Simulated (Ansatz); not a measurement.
The input, for Ansatz 0.2.0:

```yaml
crystal:
  periodic: [false, false, false]
  atoms:
    - {symbol: Ge, position_ang: [0.000000, 0.000000, 1.666873]}
    - {symbol: B, position_ang: [0.000000, 0.000000, -0.295937]}
    - {symbol: H, position_ang: [0.000000, 0.000000, -1.370937]}
basis:
  gaussian: {orbitals: cc-pVDZ}
magnetization: {spin_polarized: true, initial_magnetization: 0}
correlation: {method: ccsdt_q, electrons: outside_noble_gas}
```

```sh
$ ansatz run in.yaml --threads 1 --pin off --events-out ev --progress --plain --max-ram 2393MiB
```

The program prints:

```
850 factors; integrals over basis functions are off by at most 2.1e-7 eV
mean field evaluation 1: about -57156.0144 eV, gradient 6.7e0 eV
mean field evaluation 2: about -57156.0328 eV, gradient 6.7e0 eV
mean field evaluation 4: about -57156.5859 eV, gradient 7.7e-1 eV
mean field evaluation 8: about -57156.5921 eV, gradient 7.1e-4 eV
mean field evaluation 16: about -57156.6569 eV, gradient 5.1e-1 eV
mean field evaluation 32: about -57156.6936 eV, gradient 1.9e-1 eV
mean field evaluation 64: about -57156.9729 eV, gradient 1.1e0 eV
mean field evaluation 96: about -57157.4546 eV, gradient 2.4e-1 eV
mean field evaluation 128: about -57157.4564 eV, gradient 2.8e-1 eV
mean field evaluation 160: about -57156.7212 eV, gradient 2.7e-1 eV
...
cycle  14  -4.62451163 eV  change   -2.4e-3 eV  update   3.5e-4
cycle  15  -4.62442603 eV  change    8.6e-5 eV  update   5.9e-5
cycle  16  -4.62463169 eV  change   -2.1e-4 eV  update   3.5e-5
cycle  17  -4.62462773 eV  change    4.0e-6 eV  update   1.3e-5
cycle  18  -4.62462905 eV  change   -1.3e-6 eV  update   5.4e-6
cycle  19  -4.62462946 eV  change   -4.1e-7 eV  update   2.4e-6
cycle  20  -4.62462838 eV  change    1.1e-6 eV  update   1.1e-6
cycle  21  -4.62462851 eV  change   -1.3e-7 eV  update   4.5e-7
cycle  22  -4.62462944 eV  change   -9.3e-7 eV  update   2.1e-7
cycle  23  -4.62462925 eV  change    1.9e-7 eV  update   9.8e-8
perturbative correction -0.06911368 eV, -0.0025398810 hartree
WARN: the results are in doubt because among natural orbitals full CI differs from the method by +0.656 eV
Total energy: -57162.15109599 eV, -2100.6703068802 hartree
In doubt: among natural orbitals full CI differs from the method by +0.656 eV
```

Ran on 1 thread of Intel Xeon 6975P-C, shared host: 12 s wall, 0.18 GiB peak host memory.
